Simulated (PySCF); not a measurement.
# [SH3]+: stationary points from several starts

Which structure of [SH3]+ lies lowest? The starts are trigonal pyramidal, trigonal planar and T-shaped; the spin state tried: singlet. Each end point is tested by its vibrations.

The runs use PySCF 2.14.0; PBE0, basis S def2-TZVP, H def2-TZVP, no relativity, density fitting.

## (1) The starting structure

4 atoms, charge 1, spin multiplicity 1.

Bond lengths: S1–H2 1.323 Å, S1–H3 1.323 Å, S1–H4 1.323 Å. Angles: H2–S1–H3 99.8°, H2–S1–H4 99.8°, H3–S1–H4 99.7°.

```xyz
4
charge 1 multiplicity 1
S     0.0000    0.0000    0.0000
H     1.1681    0.0000    0.6211
H    -0.5841    1.0116    0.6211
H    -0.5841   -1.0116    0.6211
```

## (2) First SCF at the start

One driver script runs all steps and calls PySCF; scf.py shows how it sets up the SCF of each step. The optimiser is the driver's own. After this first run the driver tries any further starts and a stability analysis.

Contents of scf.py:

```python
from pyscf import gto, scf, dft
mol = gto.M(atom='''
S      0.000000     0.000000     0.000000
H      1.168100     0.000000     0.621100
H     -0.584100     1.011600     0.621100
H     -0.584100    -1.011600     0.621100''',
    basis={'S': 'def2-TZVP', 'H': 'def2-TZVP'},
    charge=1, spin=0)
mf = dft.RKS(mol, xc='PBE0')
mf.grids.atom_grid = (50, 194)
aux = {'S': 'def2-universal-JKFIT', 'H': 'def2-universal-JKFIT'}
mf = mf.density_fit(auxbasis=aux)
mf.conv_tol = 1e-08
mf.diis_space = 10
mf.max_cycle = 60
mf.init_guess = 'minao'
mf.verbose = 4
mf.kernel()
```

Started as:

```console
$ OMP_NUM_THREADS=2 python axn.py task.json out
```

Further steps of the session: Relaxing the singlet from the trigonal pyramidal start; Hessian and properties; Trigonal planar start, singlet: relaxation; Vibrations and properties at this point; Leaving the saddle point; T-shaped start, singlet: relaxation.

What does the calculation give? Wanted: lowest minimum; geometry; wavenumbers; dipole moment; highest occupied, lowest empty level; polar-tensor charge of S1; zero-point energy.

As calculated:

```
                            quantity                                     value
                      lowest minimum                              singlet, C3v
                            geometry        S–H 1.357 Å (×3); H–S–H 94.1° (×3)
                  wavenumbers (cm⁻¹)  1053 (a1), 1216 (e), 2629 (a1), 2634 (e)
      dipole moment (centre of mass)                                    1.85 D
highest occupied, lowest empty level                          -18.20, -7.09 eV
           polar-tensor charge of S1                                   +0.41 e
                   zero-point energy                               68.1 kJ/mol
                 entropy at 298.15 K                           209.2 J/(mol K)
```

What this shows: The lowest minimum found is the singlet of C3v symmetry. The strongest infrared band lies at 2634 cm⁻¹ (e, stretch). The density between S1 and H2 is high and ELF large, as in a shared bond. A search over typed starts can miss a lower isomer.
